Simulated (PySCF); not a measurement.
Hydrogen sulfate, HO₄S (charge -1).
Bonds: O1–S2 (double), S2–O3 (double), S2–O4, S2–O5. Hydrogens: H6 on O5.

The same species was optimised twice, with GFN2-xTB and with PBE0-D3(BJ)/def2-SVP (PySCF), and the same property calculations (PySCF, gas phase) were run on both structures.

```tsv
coordinate	GFN2-xTB	PBE0-D3(BJ)/def2-SVP	change
S2–O5 (Å)	1.667	1.689	+0.022
S2=O3 (Å)	1.461	1.480	+0.019
S2–O4 (Å)	1.448	1.467	+0.019
O1=S2 (Å)	1.451	1.467	+0.016
O5–H6 (Å)	0.951	0.964	+0.013
S2–O5–H6 (°)	92.6	100.6	+8.0
O4–S2–O5 (°)	105.7	103.9	-1.8
O1–S2–O5 (°)	105.3	104.4	-0.9
O1–S2–O3 (°)	113.9	114.7	+0.8
O3–S2–O4 (°)	114.7	115.4	+0.7
O1–S2–O4 (°)	114.4	115.0	+0.6
O3–S2–O5 (°)	101.1	100.9	-0.2
```

Rotational constants: A = 5371, B = 5015, C = 4969 MHz (GFN2-xTB) against A = 5197, B = 4902, C = 4860 MHz (PBE0-D3(BJ)/def2-SVP). Atoms that the bonding makes alike are paired by their places after alignment.

On the GFN2-xTB structure: HOMO (eV) -2.12 [PBE0/pcSseg-1]; LUMO (eV) 6.31 [PBE0/pcSseg-1]; GIAO shielding of O1/O3/O4 (mean) (ppm) 117.2 [PBE0/pcSseg-1]; GIAO shielding of S2 (ppm) 171.7 [PBE0/pcSseg-1]; GIAO shielding of O5 (ppm) 119.6 [PBE0/pcSseg-1].

Task: What do these properties become on the PBE0-D3(BJ)/def2-SVP structure?

Result: 
```json
{"property": "HOMO (eV)", "level": "PBE0/pcSseg-1", "on GFN2-xTB": "-2.12", "on PBE0-D3(BJ)/def2-SVP": "-2.18", "change": "-0.06"}
{"property": "LUMO (eV)", "level": "PBE0/pcSseg-1", "on GFN2-xTB": "6.31", "on PBE0-D3(BJ)/def2-SVP": "6.04", "change": "-0.27"}
{"property": "energy, GFN2-xTB geometry as zero (kcal/mol)", "level": "PBE0/pcSseg-1", "on GFN2-xTB": "0.0", "on PBE0-D3(BJ)/def2-SVP": "-3.2", "change": "-3.2"}
{"property": "GIAO shielding of O1/O3/O4 (mean) (ppm)", "level": "PBE0/pcSseg-1", "on GFN2-xTB": "117.2", "on PBE0-D3(BJ)/def2-SVP": "98.8", "change": "-18.4"}
{"property": "GIAO shielding of S2 (ppm)", "level": "PBE0/pcSseg-1", "on GFN2-xTB": "171.7", "on PBE0-D3(BJ)/def2-SVP": "151.9", "change": "-19.8"}
{"property": "GIAO shielding of O5 (ppm)", "level": "PBE0/pcSseg-1", "on GFN2-xTB": "119.6", "on PBE0-D3(BJ)/def2-SVP": "111.6", "change": "-8.0"}
```

The heavy atoms differ by 0.021 Å rms after alignment. Among all bonds S2–O5 changes most (+0.022 Å). Changes are differences of the printed values. Neither structure is proved a minimum here. Isolated species at its PBE0-D3(BJ)/def2-SVP geometry, gas phase. The geometry's basis has no diffuse functions, a weakness for an anion.

The values belong to the conformer `[O:1]=[S:2](=[O:3])([O-:4])[OH:5]`: H–O5–S2–O1 -112°.
